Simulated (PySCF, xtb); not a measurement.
**Two isomers of C2H2Al**

Structure X is `C#[C][AlH]`, a doublet and structure Y is `C=[C][Al]`, a doublet. Both are isolated molecules in the gas phase, relaxed with B3LYP-D4/def2-SVP.

X (Å):

```yaml
atoms:
  - { symbol: C, position_ang: [-1.2091, 1.4602, 1.0578] }
  - { symbol: C, position_ang: [-1.0992, 2.6287, 1.4079] }
  - { symbol: Al, position_ang: [-1.4755, -0.3134, 0.3748] }
  - { symbol: H, position_ang: [-0.9951, 3.6508, 1.7263] }
  - { symbol: H, position_ang: [-0.8252, -1.5328, 1.1799] }
```

Y (Å):

```xyz
5

C    -0.4100    1.0078   -0.2168
C    -0.2973    0.0383    0.6668
Al   -0.1305   -1.4109    1.9823
H    -0.6203    0.8158   -1.2828
H    -0.3015    2.0717    0.0546
```

Energies in hartree; the thermal terms are from GFN2-xTB frequencies at re-optimised GFN2-xTB minima (ideal gas, soft modes damped towards free rotors, one conformer each, 298.15 K, 1 atm) and include the zero-point energy:

|  | X | Y |
| --- | --- | --- |
| E, CCSD(T)/def2-SVP | −318.917665 | −318.915902 |
| zero-point energy | 0.021374 | 0.026517 |
| H(298 K) − E | 0.027462 | 0.031743 |
| G(298 K) − E | −0.005124 | 0.000826 |

**Question.** Work out ΔE, ΔE₀, ΔH and ΔG for X → Y in kcal/mol (1 Eh = 627.51 kcal/mol) and the equilibrium ratio [Y]/[X].

**Answer.** 1. ΔE = −318.915902 − (−318.917665) = +0.001763 Eh = +1.11 kcal/mol.
2. ΔE₀ = ΔE + ΔZPE = +0.001763 + (+0.005143) Eh = +4.33 kcal/mol.
3. ΔH = ΔE + (+0.004281) Eh = +3.79 kcal/mol.
4. ΔG = ΔE + (+0.005950) Eh = +4.84 kcal/mol, so ΔS = (ΔH − ΔG)/T = −14.7 J/(mol K).
5. kT = 0.9442 mEh, so K = [Y]/[X] = exp(−ΔG/kT) = exp(−8.17) ≈ 2.8 × 10^−4.

Structure X is favoured at this temperature. An error of 1 kcal/mol in ΔG would change K by a factor of 5.4. HF/STO-3G, B3LYP-D4/def2-SVP, HF/def2-SVP gave ΔE the other sign. Mirror images and further conformers aren't counted.

As drawn, Y has 1 C=C, 1 C–H in place of 1 C≡C, 1 Al–H.

Other levels gave ΔE = +21.2 (GFN2-xTB); −6.0 (HF/STO-3G, GFN2-xTB geometries); +1.5 (r2SCAN-D4/def2-SVP, GFN2-xTB geometries); −1.7 (B3LYP-D4/def2-SVP); −2.9 (HF/def2-SVP); +14.2 (MP2/def2-SVP) kcal/mol. Open shells are spin-unrestricted, with notable spin contamination. The correlated steps freeze 7 core orbitals. Programs: PySCF 2.14.0, xtb 6.7.1.
